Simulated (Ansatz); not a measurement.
A nudged elastic band was laid between two geometries of BClFH (4 atoms, charge 0, multiplicity 1).

Computed with RKS PBE0-D4/def2-SVPD (Ansatz).

```
movable images  : 7
climbing image  : yes
spring          : 5.0 eV/Å²
optimiser       : quadratic models (default)
start path      : through a guess of the saddle point
force threshold : 0.05 eV/Å
iteration limit : 60
end points      : relaxed
```

Initial state:

```xyz
4
Properties=species:S:1:pos:R:3
B 0.246 0.000 0.276
H -0.012 0.000 1.446
Cl 1.906 0.000 -0.276
F -0.715 0.000 -0.623
```

Final state:

```xyz
4
Properties=species:S:1:pos:R:3
B -0.668 0.000 -0.140
H 1.351 0.000 0.553
Cl 2.598 0.000 0.971
F -1.858 0.000 -0.562
```

(1) What changes between the two ends?

(2) What energy profile does the band end with?

(3) What is the geometry of the highest image?

The band took 13 iterations and about 2.3 core-minutes.

## Answers

(1) Bonds broken: B1–H2, B1–Cl3. Bonds formed: H2–Cl3. BClFH becomes BF + ClH.

(2) The forces met the threshold. The highest image is number 3 of 0 to 8, 350.4 kJ/mol above the first end and 37.9 kJ/mol above the last; the last end lies 312.6 kJ/mol above the first. Neighbouring images differ by up to 2.0 eV, so the band resolves the path poorly. A vibrational analysis at the climbing image gives one clearly imaginary mode, 813i cm⁻¹: a first-order saddle point. The orbitals stay closed-shell, which can raise the energy where a bond breaks towards radicals; this wasn't checked here.

```csv
image,path coordinate (Å),energy (kJ/mol),B1–H2 (Å),B1–Cl3 (Å),H2–Cl3 (Å)
0,0.00,0.0,1.20,1.75,2.58
1,0.43,71.0,1.17,1.85,2.19
2,0.85,266.4,1.17,2.19,1.91
3,1.28,350.4,1.32,2.53,1.62
4,1.65,331.9,1.67,2.81,1.38
5,2.02,321.9,1.92,3.11,1.33
6,2.39,317.4,2.02,3.27,1.32
7,2.76,314.1,2.08,3.38,1.32
8,3.13,312.6,2.14,3.45,1.31
```

(3) 
```xyz
4
Properties=species:S:1:pos:R:3
B -0.424 0.000 0.351
H 0.705 0.000 1.042
Cl 2.100 0.000 0.219
F -0.957 0.000 -0.790
```

Time of the run: 2.3 min on 1 thread of Arm Neoverse V2 (shared host), peak memory 0.14 GiB.
